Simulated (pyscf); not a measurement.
Optimised with ωB97X-D3(BJ)/def2-SVP in PySCF. MP2 and CC: frozen core, UHF for open shells. ΔMP2 is the change of the MP2 total energy from the triple- to the quadruple-zeta basis.

**Question.** Estimate by transition-state theory (the high-pressure limit) the rate constant of InH [singlet] + HF → F–InH₂ (singlet surface; F–H broken, F–In, H–In formed) at 1200 K, with CCSD(T)/def2-TZVPP + ΔMP2(QZVPP) energies (ideal gas, 1 atm, RRHO with modes under 100 cm⁻¹ raised to 100, one conformer, R ln 2 for rigid chiral ones; no tunnelling).

**Answer.** The electronic barrier is 28.1 kcal/mol and the thermal terms add +30.9, so ΔG‡ = 59.0 kcal/mol. With k_BT/h = 2.50e+13 s⁻¹ and RT = 2.385 kcal/mol, and a volume of 1.64e-19 cm³ per molecule at 1 atm, k = 7.3e-17 cm³ molecule⁻¹ s⁻¹. The product is born with the 44 kcal/mol of the reverse barrier and needs collisions to keep. Wigner's tunnelling factor for 1318i cm⁻¹ would be 1.10. A shift of 1 kcal/mol in the barrier changes k by a factor 1.5. One saddle was located; it need not be the lowest between these sides. The CCSD(T) − MP2 part came from Ansatz, without density fitting, on the same reference. The frozen core leaves the outer d or s,p core shells of the metals and heavy elements correlated in the MP2 and CC values, and def2-TZVPP describes them poorly, which can shift differences by a few kcal/mol. Elements past Kr carry the def2 core potentials, without spin-orbit coupling.
